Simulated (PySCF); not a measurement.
# ClF and its ions

RHF-CCSD(T); basis Cl def2-TZVPPD, F def2-TZVPPD; no relativity; PySCF 2.14. Neutral (RHF): singlet (closed shell), Re = 1.639 Å, ωe = 773 cm⁻¹, De = 2.50 eV.

ClF⁺ (UHF): doublet (π ↑), Re = 1.542 Å, ωe = 920 cm⁻¹, De = 2.71 eV to Cl⁺ + F. The energies at the minima are -559.38444 hartree for ClF and -558.92427 for ClF⁺.

Problem. Work out the adiabatic ionisation energy, without and with harmonic zero-point energies (1 hartree = 27.2114 eV, 1 eV = 8065.5 cm⁻¹), and the change of the bond length.

Solution. At CCSD(T): 0.46017 hartree = 12.522 eV between the minima; the zero-point term (920.0 − 773.0)/2 cm⁻¹ = +0.009 eV makes it 12.531 eV. Re changes by -9.7 pm against the neutral. The electron leaves a π orbital, and the shorter bond of the ion fits an antibonding orbital, or a change in how ionic the bond is.

ClF⁻ (UHF): doublet (σ ↑), Re = 2.175 Å, ωe = 365 cm⁻¹, De = 1.21 eV to Cl⁻ + F. The energies at the minima are -559.38444 hartree for ClF and -559.46406 for ClF⁻.

Problem. Work out the adiabatic electron affinity, without and with harmonic zero-point energies (1 hartree = 27.2114 eV, 1 eV = 8065.5 cm⁻¹), and the change of the bond length.

Solution. At CCSD(T): 0.07962 hartree = 2.167 eV between the minima; the zero-point term (773.0 − 365.0)/2 cm⁻¹ = +0.025 eV makes it 2.192 eV. Re changes by +53.6 pm against the neutral. The electron enters a σ orbital, and the ion is left as a loose complex of an ion and an atom.

Correlated steps freeze 6 core orbitals. For an ion De counts to the pair picked by the measured ionisation energies or electron affinities, which need not be the lowest pair at this level. Where the molecule has an RHF reference, its open-shell atoms are computed with UHF. The CCSD T1 diagnostic is raised in ClF⁻, a sign that a single reference may not be enough there. States were picked by a PBE0 search and need not be the measured ground states.

Neutral and ion stand on different kinds of reference determinant, which adds to the error of the difference.
